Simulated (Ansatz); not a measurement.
## Redistribution: C4H9ClO + C2H3F → C4H9FO + C2H3Cl

Species: C4H9ClO (2-chloroethyl ethyl ether) `CCOCCCl`, singlet; C2H3F `C=CF`, singlet; C4H9FO `CCOCCF`, singlet; C2H3Cl `C=CCl`, singlet. The partners trade Cl for F; both sit on C, so the bond types are kept.

Shapes, held fixed at every level: PBE0-D4/def2-TZVP. Flexible molecules stand in one conformer, not always the lowest. Programs: Ansatz 0.2.0. The zero-point and thermal change to 298 K, harmonic and unscaled (PBE0-D4/def2-TZVP), is -0.1 kJ/mol.

```json
{"level": "HF/def2-SVP", "kind": "Hartree–Fock", "ΔH(298 K) (kJ/mol)": "-2.0", "less CCSD(T)/CBS estimate": "-6.8"}
{"level": "BHLYP-D4/def2-TZVPP", "kind": "global hybrid", "ΔH(298 K) (kJ/mol)": "+3.4", "less CCSD(T)/CBS estimate": "-1.4"}
{"level": "MP2/def2-SVP", "kind": "perturbation theory", "ΔH(298 K) (kJ/mol)": "+4.3", "less CCSD(T)/CBS estimate": "-0.5"}
{"level": "MP2/def2-TZVPP", "kind": "perturbation theory", "ΔH(298 K) (kJ/mol)": "+4.5", "less CCSD(T)/CBS estimate": "-0.3"}
{"level": "CCSD/def2-SVP", "kind": "coupled cluster or CI", "ΔH(298 K) (kJ/mol)": "+2.4", "less CCSD(T)/CBS estimate": "-2.4"}
{"level": "CCSD(T)/def2-TZVPP", "kind": "coupled cluster or CI", "ΔH(298 K) (kJ/mol)": "+4.7", "less CCSD(T)/CBS estimate": "-0.1"}
{"level": "CCSD/def2-TZVPP", "kind": "coupled cluster or CI", "ΔH(298 K) (kJ/mol)": "+3.6", "less CCSD(T)/CBS estimate": "-1.2"}
{"level": "CCSD(T)/CBS estimate", "kind": "coupled cluster or CI", "ΔH(298 K) (kJ/mol)": "+4.8", "less CCSD(T)/CBS estimate": "0.0"}
```

The highest level, CCSD(T)/CBS estimate, gives ΔH(298 K) = +4.8 kJ/mol; the levels span -2.0 to +4.8. They disagree on the sign: 7 of 8 are positive. The column of differences is taken from that level and isn't an error. No measured value is set beside it here. The CBS estimate extrapolates MP2 from def2-TZVPP and def2-QZVPP and adds CCSD(T) − MP2 in the triple-zeta set, cores frozen.
